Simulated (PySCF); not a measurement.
## Gas-phase acidity of dimethylamine

System: dimethylamine, `CNC` (C2H7N). Numbering: `[CH3:1][NH:2][CH3:3]`

Energies: PBE0-D3(BJ)/ma-def2-TZVP (PySCF, density fitting, integration grid level 2) on PBE0-D3(BJ)/ma-def2-SVP structures. Zero-point and thermal terms (298.15 K, 1 bar) come from unscaled PBE0-D3(BJ)/ma-def2-SVP harmonic frequencies, with soft modes damped to free rotors in the entropy.

```csv
site,product,ΔH(acid) / eV,ΔG(acid) / eV,gas share
N2 (amine nitrogen),C[N-]C,17.09,16.79,> 99.9 %
C1 (methyl carbon),[CH2-]NC,18.00,17.66,< 0.1 %
```

ΔH and ΔG refer to AH → A⁻ + H⁺ in the gas phase. Shares are Boltzmann weights among the listed products; an error of 10 kJ/mol changes a ratio about 56-fold. Sites whose products fell apart, merged with another or lost in a GFN2-xTB screen aren't listed.

Among these, N2 (amine nitrogen) wins by 0.88 eV in gas-phase free energy over C1.

Vertical detachment energies of the anions: `C[N-]C` 0.50 eV, `[CH2-]NC` 0.22 eV.

Measured values (NIST Chemistry WebBook, evaluated or the median of agreeing entries): deprotonation enthalpy (ΔH) 1656 kJ/mol (computed 1648, difference -7); gas-phase acidity (ΔG) 1626 kJ/mol (computed 1620, difference -6). These are compared with the most favourable site that keeps the skeleton.

Caveats: `[CH2-]NC` holds its electron weakly or not at all, so its value hangs on the basis.

Structures, frequencies and single points took 6.4 min of wall time on 1 thread of Arm Neoverse N1 (shared host), launched as `OMP_NUM_THREADS=1 python redox_run.py task.json out`.

Differences come from unrounded values, so a last digit can differ from that of the printed terms.
